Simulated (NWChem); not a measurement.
System: dichloromethane (CH2Cl2); SMILES ClCCl

NWChem input:

```
start job
memory heap 200 mb stack 900 mb global 1100 mb
geometry units angstroms
  Cl     1.477601     0.000000     0.207438
  C      0.000000     0.000000    -0.763020
  Cl    -1.477601     0.000000     0.207438
  H      0.000000     0.901498    -1.385988
  H      0.000000    -0.901498    -1.385988
end
basis spherical
  * library def2-svp
end
dft
  xc slater vwn_5
  iterations 150
end
driver
  maxiter 120
end
task dft optimize
task dft freq
```

The level has its own optimisation; frequencies are unscaled.

Task: What results follow from this input? (LDA (Slater exchange, VWN5)/def2-SVP.) Quantities: r C–Cl (Å); r C–H (Å); highest harmonic frequency (cm⁻¹); lowest (cm⁻¹); zero-point energy (kcal/mol); dipole (D).

Result: 
```
Property                           Value
---------------------------------  -----
r C–Cl (Å)                         1.763
r C–H (Å)                          1.108
highest harmonic frequency (cm⁻¹)   3102
lowest (cm⁻¹)                        279
zero-point energy (kcal/mol)        17.8
dipole (D)                          1.55
```
